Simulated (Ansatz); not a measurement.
For zinc-blende AlN (metastable phase), r²SCAN (plane waves, PAW; Ansatz, a first-principles code) gives:

| Item | Result |
|---|---|
| lattice parameter a | 4.370 Å |
| bulk modulus B0 | 210 GPa |
| cohesive energy | 5.80 eV/atom |
| band gap at the measured cell | 3.93 eV |
| zone-centre TO phonon frequency | 663 cm⁻¹ |
| elastic constant C11 | 308 GPa |
| elastic constant C44 | 197 GPa |
| polycrystal shear modulus | 132 GPa |

### Question
What does HSE06 (Ansatz, plane waves, PAW) give for the same quantities?

### Answer

- lattice constant a: 4.365 Å (decreases by 0.1 %)
- bulk modulus: 212 GPa (hardly moves)
- cohesive energy: 5.65 eV/atom (shrinks by 0.15 eV/atom)
- band gap at the measured cell: 4.54 eV (goes up by 0.61 eV)
- zone-centre TO phonon frequency: 665 cm⁻¹ (hardly moves)
- elastic constant C11: 307 GPa (stays essentially unchanged)
- elastic constant C44: 195 GPa (stays essentially unchanged)
- Voigt–Reuss–Hill shear modulus: 130 GPa (is nearly the same)

For comparison: band gap 5.34 eV (measured, temperature not stated, no zero-point or thermal correction; as tabulated in Deguchi et al. (2016), arXiv:1512.06930).

Changes are worked out from the printed values.

Unless a cell is named, each level is at its own relaxed cell (r²SCAN 10.43, HSE06 10.40 Å³/atom).

Density-functional gaps are differences of (generalised) Kohn–Sham levels.

Ansatz's density-functional and Hartree–Fock values are scalar-relativistic unless marked +SOC, with PAW data made under PBE.
